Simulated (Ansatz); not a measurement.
Ansatz (an electronic-structure program) input (B3LYP-D3(BJ)/def2-TZVP):

Ansatz 0.2 input:
```yaml
crystal:
  periodic: [false, false, false]
  atoms:
    - {symbol: C, position_ang: [-0.48707847, 0.29775757, 0.00360375]}
    - {symbol: C, position_ang: [0.89447314, -0.05624830, -0.01236491]}
    - {symbol: Cl, position_ang: [-1.51849140, -1.30715931, 0.00891074]}
    - {symbol: H, position_ang: [-0.82474651, 0.78804829, 0.91167154]}
    - {symbol: H, position_ang: [-0.84398994, 0.79324203, -0.89425516]}
    - {symbol: H, position_ang: [1.40820127, -0.28791992, 0.90185790]}
    - {symbol: H, position_ang: [1.38551027, -0.29208491, -0.93822584]}
basis:
  gaussian:
    orbitals: def2-TZVP
hamiltonian:
  xc: b3lyp
  dispersion: d3bj
magnetization: {spin_polarized: true, initial_magnetization: 1}
relax: {f_tol: 0.002, max_steps: 150}
```

End of the output:

```
799 factors; their error is unknown
mean field: 0.51 GiB planned
mean field evaluation 64: about -14662.0219 eV, gradient 1.8e-4 eV
mean field -14662.02194396 eV, -538.8193681652 hartree, gradient 9.1e-6 eV, S^2 0.755373; 1 other end points of the search recorded, 0 dependent functions left out
the calculation of the forces begins
reference -14662.02216828 eV, -538.8193764087 hartree; 17, 16 occupied and 106, 107 virtual orbitals, 799 factors
Total energy: -14662.22287713 eV, -538.8267523229 hartree
Atom 0 at    -0.509378     0.273852     0.003357 Å, force    -0.000275    -0.000108     0.000013 eV/Å
Atom 1 at     0.905815    -0.061689    -0.012543 Å, force     0.000117     0.000369    -0.000045 eV/Å
Atom 2 at    -1.533688    -1.297821     0.011465 Å, force    -0.000809     0.000067     0.000060 eV/Å
Atom 3 at    -0.828170     0.793958     0.901144 Å, force     0.000294    -0.000300     0.000182 eV/Å
Atom 4 at    -0.847459     0.797259    -0.885414 Å, force     0.000282    -0.000362    -0.000218 eV/Å
Atom 5 at     1.423508    -0.286287     0.909150 Å, force     0.000146     0.000090    -0.000178 eV/Å
Atom 6 at     1.403250    -0.283637    -0.945960 Å, force     0.000246     0.000244     0.000187 eV/Å
Dipole moment:     0.273121     0.335189    -0.002307 e Å
```

It need not be the lowest isomer of its formula.
